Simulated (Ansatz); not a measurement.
# AlCl (singlet): wave-function methods side by side, aug-cc-pVTZ

An exercise on one series of results from a longer session: the logs are not shown, and one member is left open.

The runs use Ansatz 0.2.0, Gaussian basis; aug-cc-pVTZ, core rule «outside noble gas», up to 10 orbitals frozen.

The runs, in order: UHF; CCSD(T) on RHF; BCCD(T) on RHF; CCSDT(Q) on RHF.

12 further runs of the same task are left out: 8 for a known fault of the program, 4 set aside as unsound or not needed.

### The geometry

The geometry is a PBE0/def2-TZVPD stationary point (not a proven minimum) of the parent state, kept for this charge and spin.

2 atoms, charge 0, spin multiplicity 1.

Atoms are counted from 1 here; the program's logs count them from 0.

Bond lengths: Al1–Cl2 2.304 Å.

The first run:

Input file in.yaml:

```yaml
crystal:
  periodic: [false, false, false]
  atoms:
    - {symbol: Al, position_ang: [0.000000, 0.000000, 0.000000]}
    - {symbol: Cl, position_ang: [0.000000, 0.000000, 2.303900]}
basis:
  gaussian: {orbitals: aug-cc-pVTZ}
magnetization: {spin_polarized: true, initial_magnetization: 0}
hamiltonian: {xc: hf}
output: {orbitals: {seedname: orbitals}}
```

Started as:

```sh
> ansatz run in.yaml --threads 1 --pin off --events-out ev --progress --plain --max-ram 4096MiB --backend cpu
```

Steps of the session up to this table: UHF; CCSD(T) on RHF; BCCD(T) on RHF; CCSDT(Q) on RHF.

One of the session's tables, all rows but one given; the rest of the session is left out.

```
   method  from RCCSDT(Q) (meV)
      RHF               +7745.4
     RMP2               +1047.0
    RCCSD                +362.7
 RCCSD(T)                 +36.6
  BCCD(T)                 +35.1
   RCCSDT                     ?
RCCSDT(Q)                     0
```

Q: Estimate the row for RCCSDT from the others.

The run gave: from RCCSDT(Q) (meV): +17.5. In the column «from RCCSDT(Q) (meV)» it lies between RCCSDT(Q) (0) and BCCD(T) (+35.1).
